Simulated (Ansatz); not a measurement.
Barium, bcc: convergence with Gaussian smearing

Computed with Ansatz, r²SCAN, scalar-relativistic PAW, on the relaxed cell (a = 5.074 Å; spin not included). Errors count from a run at 500 eV on a Γ-centred 14×14×14 mesh with Fermi-Dirac smearing of 0.1 eV, extrapolated to zero width. Fixed here: cutoff 500 eV, mesh 9×9×9. The SCF starts from atomic densities corrected by a trained network.

```csv
width (eV),E(σ→0) error (meV/atom),F error (meV/atom),P (GPa),SCF iterations
0.01,-0.6,-0.7,-0.02,6
0.03,-0.6,-1.0,-0.01,6
0.1,-1.3,-4.3,0.00,6
0.2,-1.0,-13.1,0.00,6
0.3,0.6,-29.0,0.02,6
0.6,15.1,-129.6,0.20,6
1.0,15.2,-393.6,0.47,6
```
